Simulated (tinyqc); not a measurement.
Inside a calculation (part 2 of 2). Method: RKS/PBE0 in the sto-3g basis, for H2O, spin multiplicity 1. Computed by tinyqc, a small Python program that keeps every step (integrals from PySCF). Command: `OMP_NUM_THREADS=1 python tinyqc.py 26328 26329 out.jsonl` (the two numbers bound the seeds that draw the settings). One thread of a shared host (Intel(R) Xeon(R) Processor @ 2.60GHz), about 0.5 s of CPU time with the checks.

Geometry (angstrom):
```
atom       x        y       z
O     0.0000   0.0000  0.0000
H     0.0000   0.7520  0.4950
H     0.0000  -0.8220  0.5410
```

## Iteration 8 (converged): orbitals

converged F (hartree), order 1O 1s, 1O 2s, 1O 2px, 1O 2py, 1O 2pz, 2H 1s, 3H 1s:
```
[[-18.8747, -4.8556, 0.0000, -0.0020, -0.0245, -1.2794, -1.0508],
 [-4.8556, -2.0722, 0.0000, -0.0231, -0.1601, -0.9167, -0.7930],
 [0.0000, 0.0000, -0.1515, 0.0000, 0.0000, 0.0000, 0.0000],
 [-0.0020, -0.0231, 0.0000, -0.2678, -0.0135, -0.3185, 0.2877],
 [-0.0245, -0.1601, 0.0000, -0.0135, -0.1994, -0.2622, -0.2417],
 [-1.2794, -0.9167, 0.0000, -0.3185, -0.2622, -0.5325, -0.3133],
 [-1.0508, -0.7930, 0.0000, 0.2877, -0.2417, -0.3133, -0.4380]]
```

X, order 1O 1s, 1O 2s, 1O 2px, 1O 2py, 1O 2pz, 2H 1s, 3H 1s:
```
[[-0.2806, 0.1211, 0.7635, 0.0000, -0.6085, -0.0071, 0.1563],
 [1.1638, -0.3809, -0.2697, 0.0000, -0.2706, -0.0163, 0.4321],
 [0.0000, 0.0000, 0.0000, 1.0000, 0.0000, 0.0000, 0.0000],
 [0.3747, 0.9032, -0.0031, 0.0000, 0.0144, 0.6720, 0.0233],
 [0.4760, -0.1628, 0.6436, 0.0000, 0.6699, -0.0148, 0.1767],
 [-1.0798, -0.5602, -0.1509, 0.0000, 0.1230, 0.3468, 0.3908],
 [-0.3682, 1.0556, -0.1631, 0.0000, 0.1284, -0.3983, 0.3527]]
```

Diagonalise F' = X^T F X, C = X C', fill 5 alpha and 5 beta electrons from the bottom; D = 2 C_occ C_occ^T. Each column has its largest component positive (the first on a tie).

F' = X^T F X (hartree):
```
[[0.1946, 0.1964, 1.1514, 0.0000, -0.8793, 0.0201, 0.1518],
 [0.1964, 0.4203, -0.6380, 0.0000, 0.5324, 0.0735, -0.1460],
 [1.1514, -0.6380, -8.7306, 0.0000, 8.3766, 0.1216, -3.8078],
 [0.0000, 0.0000, 0.0000, -0.1515, 0.0000, 0.0000, 0.0000],
 [-0.8793, 0.5324, 8.3766, 0.0000, -8.3900, -0.1261, 3.8097],
 [0.0201, 0.0735, 0.1216, 0.0000, -0.1261, -0.4721, 0.0465],
 [0.1518, -0.1460, -3.8078, 0.0000, 3.8097, 0.0465, -2.6504]]
```

orbital energies (hartree): [-18.8850, -0.9577, -0.4758, -0.2192, -0.1515, 0.3657, 0.5438]

coefficients C, order 1O 1s, 1O 2s, 1O 2px, 1O 2py, 1O 2pz, 2H 1s, 3H 1s:
```
[[0.9934, -0.2278, 0.0116, 0.1151, 0.0000, 0.1319, 0.0403],
 [0.0301, 0.7961, -0.0594, -0.5741, 0.0000, -0.8770, -0.3091],
 [0.0000, 0.0000, 0.0000, 0.0000, 1.0000, 0.0000, 0.0000],
 [0.0008, 0.0307, 0.5990, 0.0005, 0.0000, 0.2376, -0.9962],
 [0.0046, 0.1809, 0.0020, 0.7916, 0.0000, -0.6733, -0.1867],
 [-0.0081, 0.1948, 0.4220, 0.2480, 0.0000, 0.6027, 1.0724],
 [-0.0067, 0.1541, -0.4491, 0.2665, 0.0000, 0.9611, -0.5965]]
```

D after iteration 8, order 1O 1s, 1O 2s, 1O 2px, 1O 2py, 1O 2pz, 2H 1s, 3H 1s:
```
[[2.1043, -0.4364, 0.0000, 0.0016, 0.1091, -0.0379, -0.0325],
 [-0.4364, 1.9355, 0.0000, -0.0228, -0.6209, -0.0252, -0.0077],
 [0.0000, 0.0000, 2.0000, 0.0000, 0.0000, 0.0000, 0.0000],
 [0.0016, -0.0228, 0.0000, 0.7195, 0.0143, 0.5178, -0.5282],
 [0.1091, -0.6209, 0.0000, 0.0143, 1.3189, 0.4647, 0.4758],
 [-0.0379, -0.0252, 0.0000, 0.5178, 0.4647, 0.5552, -0.1867],
 [-0.0325, -0.0077, 0.0000, -0.5282, 0.4758, -0.1867, 0.5929]]
```

## Convergence

Stop when the energy changes by less than 1e-09 hartree and every element of the error matrix X^T (F D S - S D F) X is below 9e-06.

Course of the cycle:
```
iteration  E (hartree)     change  largest element of the error matrix
1           -28.135563          -                             3.40e-01
2           -73.924456  -4.58e+01                             9.81e-01
3           -74.904858  -9.80e-01                             6.25e-01
4           -75.228332  -3.23e-01                             3.44e-02
5           -75.228947  -6.15e-04                             2.42e-03
6           -75.228955  -8.02e-06                             5.37e-04
7           -75.228955  -1.75e-07                             6.31e-06
8           -75.228955  -2.94e-11                             3.75e-07
```

PySCF RKS in the same basis, fine grid = -75.229743 hartree

Converged in 8 iterations. The coarse grid moves the energy by +7.88e-04 hartree.

## Populations, bond orders and dipole

overlap S, order 1O 1s, 1O 2s, 1O 2px, 1O 2py, 1O 2pz, 2H 1s, 3H 1s:
```
[[1.0000, 0.2367, 0.0000, 0.0000, 0.0000, 0.0617, 0.0506],
 [0.2367, 1.0000, 0.0000, 0.0000, 0.0000, 0.5128, 0.4573],
 [0.0000, 0.0000, 1.0000, 0.0000, 0.0000, 0.0000, 0.0000],
 [0.0000, 0.0000, 0.0000, 1.0000, 0.0000, 0.3445, -0.3207],
 [0.0000, 0.0000, 0.0000, 0.0000, 1.0000, 0.2268, 0.2111],
 [0.0617, 0.5128, 0.0000, 0.3445, 0.2268, 1.0000, 0.2305],
 [0.0506, 0.4573, 0.0000, -0.3207, 0.2111, 0.2305, 1.0000]]
```

Mulliken: Z minus the diagonal of D S on the atom; Loewdin: the same with S^(1/2) D S^(1/2); Mayer order: 2 sum_s sum (D(s) S)_ij (D(s) S)_ji over the two atoms.

Charges (e):
```
atom  Mulliken  Loewdin
1O     -0.4048  -0.2786
2H      0.2194   0.1466
3H      0.1854   0.1321
```

Mayer bond orders:
```
pair   order
2-1   0.9336
3-1   0.9474
3-2   0.0182
```

dipole moment about the origin, x y z (debye): [0.0000, 0.0349, 1.6636]
